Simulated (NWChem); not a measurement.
Correlation energy of CN

```xyz
2

C      0.0000     0.0000     0.6303
N      0.0000     0.0000    -0.5403
```
Charge 0, spin multiplicity 2.

All runs are NWChem calculations. Structure: optimised with UB3LYP/def2-SVP, a minimum by its harmonic frequencies.

Basis set: 3-21G. Each correlation energy counts from its own Hartree-Fock reference.

| method | correlation energy (mHa) | remark |
|---|---|---|
| UMP2 | -151.7 | spin-contaminated |
| SCS-UMP2 | -144.3 | spin-contaminated |
| CCSD on UHF | -192.4 | spin-contaminated |
| CCSD[T] on UHF | -203.2 | spin-contaminated |
| CCSD(T) on UHF | -199.5 | spin-contaminated |
| CCSD on ROHF | -212.3 | large amplitudes |
| CCSD[T] on ROHF | -226.3 | large amplitudes |
| CCSD(T) on ROHF | -221.6 | large amplitudes |
| CCSDT on ROHF | -222.0 | large amplitudes |

The values span 82.0 mHa, from CCSD[T] on ROHF (lowest) to SCS-UMP2 (highest). 

The correlated methods keep 2 core orbitals frozen. The structure started from a generated list of species. The unpaired electrons of the parent sit in orbitals of symmetry a1 (C2v labels of the run); other states weren't searched. No SCF solution was tested for a lower state. Open-shell Hartree-Fock references start from PBE0 orbitals. Coupled-cluster values serve here as a point of comparison, not as the truth.
